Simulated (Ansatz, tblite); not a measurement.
# How well does each level of theory give the elastic constant C66 of wurtzite ZnO?

Reference value: 44.6 GPa (measured, temperature not stated, no zero-point or thermal correction; as tabulated in Oses et al. (2018), arXiv:1811.08464).

```
level (code)       value (GPa)  cell (Å³/atom)
-----------------  -----------  --------------
GFN1-xTB (tblite)         13.4           15.51
LDA (Ansatz)        (withheld)           11.33
PBE (Ansatz)              40.6           12.32
r²SCAN (Ansatz)           40.6           11.81
PBE0 (Ansatz)             45.9           11.92
```

Question: Complete the blanks.

Answer: 
- LDA (Ansatz, a program for electronic structure), value (GPa): 41.1

Differences against the reference: GFN1-xTB -70 %, LDA -7.8 %, PBE -9.0 %, r²SCAN -9.0 %, PBE0 +2.9 %.

The reference's temperature isn't stated, so close values are not ranked against it. Off by more than 25 %, or 35 % on the side where a correction would as a rule narrow the miss (bounds picked here): GFN1-xTB (-70 %).

The measured value isn't corrected to a static lattice, so vibrations enter the comparison.  GFN1-xTB: the relaxed volume lies over a fifth from the starting cell. GFN1-xTB: the method was fitted mainly to molecules. GFN1-xTB: the run uses a supercell at the zone centre in place of a k mesh. Each level is taken at its own relaxed cell. Cutoffs and k meshes differ between the levels. Ansatz's density-functional and Hartree–Fock values are scalar-relativistic unless marked +SOC, with PAW data made under PBE.

Differences are worked out from the printed values.
